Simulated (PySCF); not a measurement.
Compound: C4H3FO (charge +1 and doublet state).
Structure used (GFN2-xTB), in Å, numbered top down from 1:
```xyz
9
C4H3FO angstrom
C     -1.335   -0.139    0.029
C      0.065    0.152   -0.034
C      1.193    0.842   -0.175
F      1.858    1.908   -0.390
C      1.388   -0.565    0.105
O      1.978   -1.550    0.298
H     -1.600   -0.985   -0.613
H     -1.901    0.745   -0.294
H     -1.632   -0.402    1.050
```

The species is `C[C+]1[C](F)C1=O` [radical] (charge +1).

Method: UKS B3LYP, pcH-1 on C F H O, non-relativistic, mean-field spin-orbit, GIAO (PySCF). Geometry: GFN2-xTB; no solvent, vibrations or thermal averaging. Couplings are sensitive to structure, and on GFN2-xTB geometries they can be far from those on DFT ones, by a factor of two or more for some ions and for spin on atoms past the first row. The SCF solution wasn't tested for stability.

(1) The isotropic 13C couplings are +215.8, +97.0, -75.2, +12.4 MHz. Assign them to C1; C2; C3; C5.

Answers

(1) 
| site | a_iso (MHz) | ρ(0) (bohr⁻³) | position | distance from O6 (Å) | spin population | largest \|T\| (MHz) |
| --- | --- | --- | --- | --- | --- | --- |
| C1 | +12.4 | +0.0110 | 3 bonds from O6 | 3.61 | +0.03 | 12.1 |
| C2 | +97.0 | +0.0863 | 2 bonds from O6 | 2.58 | +0.17 | 47.0 |
| C3 | +215.8 | +0.1920 | 2 bonds from O6 | 2.56 | +0.17 | 25.9 |
| C5 | -75.2 | -0.0669 | 1 bond from O6 | 1.16 | -0.02 | 17.0 |

ρ(0) is the spin density at the nucleus and T the dipolar tensor; entries for several nuclei are means. Largest spin populations (Mulliken): O6 (+0.57), C3 (+0.17) and C2 (+0.17). Three atoms exceed +0.15.

β density exceeds α density at some nuclei, such as C5 (-0.0669), spin density in bohr⁻³. In a single determinant that takes different orbitals for the two spins, that is spin polarisation.

Class means assume fast exchange of nuclei equivalent by connectivity; if that motion is slow, each nucleus keeps its own coupling. The three 1H nuclei of mean +22.4 MHz run from -5.2 to 71.5 MHz in the frozen geometry.

C3, the radical centre as drawn in `C[C+]1[C](F)C1=O`, holds a spin population of +0.17 out of 1.
